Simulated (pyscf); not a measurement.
## Substitution at C: H₃C–Cl (SMILES CCl) + Cl• (SMILES [Cl]) → Cl–CH₂–Cl (SMILES ClCCl) + H• (SMILES [H])

Gas phase, doublet surface, charge 0. Bonds broken: C1–H3. Bonds formed: C1–Cl6. Structures and frequencies: ωB97X-D3(BJ)/def2-SVP in PySCF. Correlated levels are frozen-core, on RHF or UHF. ΔMP2 is the change of the MP2 total energy from the triple- to the quadruple-zeta basis.

Transition state (Å):

```xyz
6

C     -1.0275    -0.0700    -0.0474
Cl    -0.5215     0.2529     1.5975
H     -1.3270    -1.5223     0.2586
H     -2.1068    -0.1013    -0.2293
H     -0.2986    -0.5715    -0.6926
Cl    -0.8147     1.6984    -1.0112
```

One imaginary mode, 1528i cm⁻¹; descent along it reached the two sides named, in the forms told below.

```
bond    change  reactant side (Å)  saddle  product side
------  ------  -----------------  ------  ------------
C1–H3   breaks              1.097   1.514           3.7
C1–Cl6   forms                3.2   2.025         1.767
```

Electronic energies relative to the separated reactants (kcal/mol):

| level | barrier | reaction energy | reverse barrier |
|---|---|---|---|
| ωB97X-D3(BJ)/def2-TZVP | 49.8 | +23.2 | 26.7 |
| PBE/def2-TZVP | 36.6 | +19.2 | 17.4 |
| r²SCAN/def2-TZVP | 39.8 | +22.7 | 17.1 |
| B3LYP-D3(BJ)/def2-TZVP | 45.8 | +26.6 | 19.1 |
| PBE0-D3(BJ)/def2-TZVP | 43.0 | +21.4 | 21.6 |
| M06-2X/def2-TZVP | 48.1 | +23.4 | 24.8 |
| ωB97M-D3(BJ)/def2-TZVP | 49.7 | +24.4 | 25.3 |
| HF/def2-TZVP | 73.0 | +34.1 | 38.9 |
| MP2/def2-QZVPP | 49.8 | +19.0 | 30.8 |
| CCSD/def2-TZVPP | 56.6 | +29.5 | 27.1 |
| CCSD(T)/def2-TZVPP | 52.3 | +26.8 | 25.5 |
| CCSD(T)/def2-TZVPP + ΔMP2(QZVPP) | 50.7 | +25.6 | 25.1 |

With CCSD(T)/def2-TZVPP + ΔMP2(QZVPP) energies and thermal terms (ideal gas, 1 atm, RRHO with modes under 100 cm⁻¹ raised to 100, one conformer, R ln 2 for rigid chiral ones), in kcal/mol:

```tsv
T (K)	ΔH‡	ΔG‡	ΔH	ΔG
298	45.8	53.1	+20.7	+21.4
600	46.1	60.4	+21.5	+21.7
900	46.5	67.4	+22.3	+21.6
1200	46.8	74.4	+22.8	+21.3
```

On the reactant side the descent ends in what is likely a three-electron adduct, which functionals tend to overbind, 6.4 kcal/mol under the separated species and 56.2 kcal/mol under the saddle at ωB97X-D3(BJ)/def2-TZVP. The same reactants have a lower exit, to H₃C–Cl + Cl• (barrier +24.2 kcal/mol at ωB97M-D3(BJ), against +49.7 kcal/mol here). This is the saddle that the search found; another between the same sides may lie lower. The angle at the attacked C is 163°. The CCSD(T) − MP2 part came from Ansatz, without density fitting, on the same reference. Left out: orbital degeneracy and the spin-orbit lowering of Cl.
